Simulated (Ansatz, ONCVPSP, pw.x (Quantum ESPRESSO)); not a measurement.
# What a changed setting does to a pw.x run (diamond Mg)

Potential: optimised norm-conserving Vanderbilt (ONCV), ONCVPSP 4.0.1, PBEsol; core [Ne], reference 3s2; waves: 3s: rc 2.85 bohr, ncon 4, nbas 8, qcut 2.1 1/bohr, 2 projectors, debl 1.7 Ha; p scattering state at 0.04 Ha: rc 2.25 bohr, ncon 4, nbas 8, qcut 3.1 1/bohr, local; d scattering state at 0.29 Ha: rc 2.60 bohr, ncon 4, nbas 7, qcut 3.4 1/bohr, 2 projectors, debl 0.7 Ha; local part: the p channel; core correction: Teter function fitted to the true core (icmod 2), fcfact 0.75.

The reference run (k-mesh 8³, cutoffs 50/200 Ry, Fermi–Dirac 0.01 Ry, mixing_beta 0.4, conv_thr 1e-9, no spin) gives -0.10 GPa at 38.999 Å³/atom, where all-electron LAPW gives -0.01 GPa. This run, with its own iteration cap, changes k-mesh points per axis to 3.

```
&control
  calculation='scf', prefix='x', pseudo_dir='./', outdir='./tmp', tstress=.true., disk_io='none'
/
&system
  ibrav=0, nat=2, ntyp=1, ecutwfc=50, ecutrho=200, nbnd=9,
  occupations='smearing', smearing='fd', degauss=0.01
/
&electrons
  conv_thr=1e-09, mixing_beta=0.4, electron_maxstep=70
/
ATOMIC_SPECIES
Mg 1.0 Mg.UPF
CELL_PARAMETERS angstrom
  0.00000000 3.39118246 3.39118246
  3.39118246 0.00000000 3.39118246
  3.39118246 3.39118246 0.00000000
ATOMIC_POSITIONS crystal
Mg 0.0000 0.0000 0.0000
Mg 0.2500 0.2500 0.2500
K_POINTS automatic
3 3 3 0 0 0
```

```bash
pw.x < Mg.scf.in > Mg.scf.out
```

Question: How does the run end?

Answer: It converges in 7 iterations; the free energy moves by -12.7 meV/atom and the pressure by -0.47 GPa.

```
Message from routine setup:
     using ibrav=0 with symmetry is DISCOURAGED, use correct ibrav instead
     lattice parameter (alat)  =       9.0629  a.u.
     unit-cell volume          =     526.3566 (a.u.)^3
     number of electrons       =         4.00
     number of Kohn-Sham states=            9
     kinetic-energy cutoff     =      50.0000  Ry
     charge density cutoff     =     200.0000  Ry
     scf convergence threshold =      1.0E-09
     Exchange-correlation= PBESOL
     number of k points=     4  Fermi-Dirac smearing, width (Ry)=  0.0100
     iteration #  1     ecut=    50.00 Ry     beta= 0.40
     total energy              =      -5.73579740 Ry
     estimated scf accuracy    <       0.00601767 Ry
     iteration #  2     ecut=    50.00 Ry     beta= 0.40
     total energy              =      -5.73528202 Ry
     estimated scf accuracy    <       0.00167755 Ry
     iteration #  3     ecut=    50.00 Ry     beta= 0.40
     total energy              =      -5.73544166 Ry
     estimated scf accuracy    <       0.00003142 Ry
     iteration #  4     ecut=    50.00 Ry     beta= 0.40
     total energy              =      -5.73544370 Ry
     estimated scf accuracy    <       0.00001002 Ry
     iteration #  5     ecut=    50.00 Ry     beta= 0.40
     total energy              =      -5.73544453 Ry
     estimated scf accuracy    <       0.00000005 Ry
     iteration #  6     ecut=    50.00 Ry     beta= 0.40
     total energy              =      -5.73544453 Ry
     estimated scf accuracy    <       0.00000009 Ry
     iteration #  7     ecut=    50.00 Ry     beta= 0.40
     the Fermi energy is     0.2573 ev
!    total energy              =      -5.73544453 Ry
     estimated scf accuracy    <          1.3E-10 Ry
     smearing contrib. (-TS)   =      -0.00898166 Ry
     The total energy is F=E-TS. E is the sum of the following terms:
     one-electron contribution =       1.48113421 Ry
     hartree contribution      =       0.10326970 Ry
     xc contribution           =      -3.94853423 Ry
     ewald contribution        =      -3.36233255 Ry
     convergence has been achieved in   7 iterations
          total   stress  (Ry/bohr**3)                   (kbar)     P=       -5.76
     Message from routine punch:
     Nothing written, as per user request (disk_io='none')
```

The run took about 2.5 s on one core of a shared host (Intel(R) Xeon(R) 6975P-C, 192 threads, 1512 GiB, load 68).
